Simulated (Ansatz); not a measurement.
A made-up structure of LiSi2H5, closed shell:

```xyz
8
angstrom
Li -2.7605 1.2786 -0.2691
Si -0.5049 0.5683 -0.9110
Si 0.6166 -0.5718 0.7975
H -0.3957 -0.3873 -2.0677
H -3.7425 2.3565 0.3647
H 0.7239 0.2815 2.0215
H 2.0009 -1.0379 0.4868
H -0.1521 -1.7843 1.2178
```

It is relaxed with PBE-D4/def2-SVP and then PBE0-D4/def2-TZVP (Ansatz 0.2.0). Atoms count as bonded within 1.22 times the sum of their covalent radii (H–H: 0.88 Å). The end point is not checked to be a true minimum.

Does its bonding change? (A judgement: the text doesn't fix the answer.)

Computed: Yes. Formed: Si2–H5; broken: Li1–H5.

Where it ends: The first stage lowers the energy by 2.69 eV in 30 steps. It ends as LiSi₂H₅ ([Li][SiH2][SiH3]):
```xyz
8
angstrom
Li -3.5609 0.4239 0.1472
Si -1.2269 0.6644 -0.5600
Si 0.2755 -0.4277 0.8633
H -0.8636 0.1073 -1.9095
H -0.6724 2.0620 -0.6115
H 0.1519 0.0908 2.2610
H 1.7218 -0.3293 0.5042
H -0.0399 -1.8877 0.9458
```

Labels in which every atom is bracketed show which atoms are joined, not bond orders.

For scale, one of the runs: PBE0-D4/def2-TZVP relaxation, 118 basis functions, launched by `ansatz run in.yaml --threads 2 --pin off --events-out ev --progress --plain --max-ram 4352MiB`. The run took about 19 s on 2 CPU threads of an Intel Xeon 6975P-C (shared host).
